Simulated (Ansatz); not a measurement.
**Si2NH6 radical: basis-set convergence**

Aim: see how fast density functionals converge with the basis set for Si2NH6 radical.

Method: one geometry, several basis sets; program: Ansatz 0.2.0, Gaussian basis.

The runs, in order: PBE0-D4/def2-SVP; ωB97M-V/def2-SVP; PBE0-D4/def2-QZVPP; ωB97M-V/def2-QZVPP; the functionals' def2-TZVPP values are taken from earlier runs.

## 1. The relaxed structure

The geometry comes from an earlier relaxation with PBE0-D4 in a triple-zeta def2 set; it is a stationary point, not always the lowest conformer.

SMILES `[SiH3][N][SiH3]`, 9 atoms, charge 0, spin multiplicity 2.

Atoms are counted from 1 here; the program's logs count them from 0.

Bond lengths: Si1–N2 1.720 Å, Si1–H4 1.490 Å, Si1–H5 1.490 Å, Si1–H6 1.486 Å, N2–Si3 1.720 Å, Si3–H7 1.490 Å, Si3–H8 1.490 Å, Si3–H9 1.486 Å. Angles: N2–Si1–H4 115.3°, N2–Si1–H5 105.5°, N2–Si1–H6 108.5°, H4–Si1–H5 109.0°, H4–Si1–H6 108.9°, H5–Si1–H6 109.5°, Si1–N2–Si3 137.8°, N2–Si3–H7 105.6°, N2–Si3–H8 115.3°, N2–Si3–H9 108.4°, H7–Si3–H8 109.0°, H7–Si3–H9 109.5°, H8–Si3–H9 108.9°.

## 2. PBE0-D4 in def2-SVP

in.yaml reads:

```yaml
crystal:
  periodic: [false, false, false]
  atoms:
    - {symbol: Si, position_ang: [-0.774009, 1.094499, -0.884002]}
    - {symbol: N, position_ang: [0.224383, 0.477813, 0.374048]}
    - {symbol: Si, position_ang: [0.765159, -1.055191, 0.937334]}
    - {symbol: H, position_ang: [-1.664376, 0.094297, -1.538170]}
    - {symbol: H, position_ang: [0.163333, 1.647117, -1.901694]}
    - {symbol: H, position_ang: [-1.607908, 2.192703, -0.329486]}
    - {symbol: H, position_ang: [2.187462, -1.161066, 0.507018]}
    - {symbol: H, position_ang: [0.011773, -2.229280, 0.412920]}
    - {symbol: H, position_ang: [0.694184, -1.060881, 2.422033]}
basis:
  gaussian: {orbitals: def2-SVP}
magnetization: {spin_polarized: true, initial_magnetization: 1}
hamiltonian: {xc: pbe0, dispersion: d4}
output: {orbitals: {seedname: orbitals}}
```

Further steps of the session: ωB97M-V in def2-SVP; PBE0-D4 in def2-QZVPP; ωB97M-V in def2-QZVPP.

Q: Predict the results of all the runs planned. Wanted: PBE0-D4: double and triple zeta above quadruple; ωB97M-V: double and triple zeta above quadruple.

As calculated:

```
                                       quantity          value
PBE0-D4: double and triple zeta above quadruple  8.18, 0.65 eV
ωB97M-V: double and triple zeta above quadruple  8.26, 0.60 eV
```

PBE0-D4 gains 7.54 eV from double to triple zeta, then 0.65 eV more. Total energies overstate the basis error of differences, where much of it tends to cancel.
